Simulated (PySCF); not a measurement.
Gas-phase reaction: PH + PH₃ = 2 PH₂

Energies from PySCF (xtb for GFN2), thermal terms from the rigid-rotor harmonic-oscillator model, ideal gas at 1 bar. † marks an energy on the PBE0/def2-TZVP geometry and frequencies; other levels use their own. MP2 and CCSD(T) freeze the core. Open shells (unrestricted): PH (multiplicity 3), PH₂ (multiplicity 2); the rest are closed-shell singlets. GFN2 has no spin-polarisation term. B3LYP is the form with VWN-RPA correlation. PH₂: computed as isolated molecules; such fragments, hydroxides, amides, oligomers or adducts are transient or little studied in the gas. MP2 isn't extrapolated to the basis-set limit; its ΔH°(298 K) is 31.7 kJ in def2-SVP and 28.9 kJ in def2-TZVPP. CCSD(T) isn't extrapolated to the basis-set limit; its ΔH°(298 K) is 29.7 kJ in def2-SVP and 25.7 kJ in def2-TZVPP. The harmonic model lacks anharmonicity and excited electronic states, which grow with temperature; levels with a mode under 35 cm⁻¹ are left out.

```
level                ΔE electronic, kJ  ΔH°(298 K), kJ  ΔS°(298 K), J/K  ΔG°(1600 K), kJ
-------------------  -----------------  --------------  ---------------  ---------------
B3LYP/def2-TZVP†                    20              14               19              -15
CCSD(T)/def2-TZVPP†                 31              26               19               -4
GFN2-xTB                             7               1               19              -29
HF/def2-TZVP†                       29              24               19               -6
M06-2X/def2-TZVP†                   25              20               19              -10
MP2/def2-SVP†                       37              32               19                2
PBE/def2-SVP                        23              18               19              -12
PBE0/def2-SVP†                      24              19               19              -11
PBE0/def2-TZVP                      23              17               19              -12
ωB97M-V/def2-TZVP†                  26              21               19               -9
```
ΔH° is lowest at GFN2-xTB and highest at MP2/def2-SVP†. No reference value is set beside these.
